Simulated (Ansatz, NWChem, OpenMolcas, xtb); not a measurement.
How methods differ on NO+ (nitrosonium)

NO+ has 2 atoms, charge +1, and is taken as a singlet. SMILES: `N#[O+]`. Geometry: the measured bond length.

```csv
atom,x (Å),y (Å),z (Å)
N,0.0000,0.0000,0.0000
O,0.0000,0.0000,1.0632
```

Quantity: the vertical energy of the triplet above the singlet, in eV. The values are calculated.

```tsv
level	kind	program	value (eV)	CPU time (all runs)
GFN2-xTB	semi-empirical	xtb	5.18	under 2 s
HF/aug-cc-pVTZ	Hartree–Fock	Ansatz	6.60	3 s
BLYP/aug-cc-pVTZ	GGA	OpenMolcas	7.61	50 s
M06-L/aug-cc-pVTZ	meta-GGA	NWChem	7.47	29 s
r2SCAN0/aug-cc-pVTZ	hybrid meta-GGA	Ansatz	7.34	8 s
HSE06/aug-cc-pVTZ	range-separated hybrid	Ansatz	7.52	5.1 s
B2PLYP/aug-cc-pVTZ	double hybrid	Ansatz	7.88	6.6 s
RPA@PBE0/aug-cc-pVTZ	RPA	Ansatz	7.85	9.2 s
CCSD/aug-cc-pVTZ	coupled cluster or CI	Ansatz	7.88	13 s
FCI/STO-3G	exact in the basis	Ansatz	7.46	0.5 s
```

The values span 5.18 to 7.88 eV. Spin contamination of the reference (⟨S²⟩ at least 0.1 too high) touches HF/aug-cc-pVTZ, CCSD/aug-cc-pVTZ. The xTB rows lack spin polarisation, so open shells miss the exchange term that lowers them. High-level rows in very small sets aren't better than simpler rows in larger ones. CPU times are rough (shared hosts, several kinds of processor): they show what a rung costs within a factor of a few.
